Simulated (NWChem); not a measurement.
Molecule: dichloromethane (CH$_{2}$Cl$_{2}$); SMILES ClCCl

Computed with NWChem. Pople sets run with spherical d functions. All runs use the structure optimised with PBE-D3(BJ)/def2-SVP. Ions are spin-unrestricted doublets at the neutral geometry; other ion states weren't tried.

Task: Estimate the computed values for BHandHLYP/6-31+G*. Quantities: vertical ionisation energy, ΔSCF (eV); −ε(HOMO) (eV).

Result: 
```yaml
vertical ionisation energy, ΔSCF (eV): 11.50
"−ε(HOMO) (eV)": 10.13
```
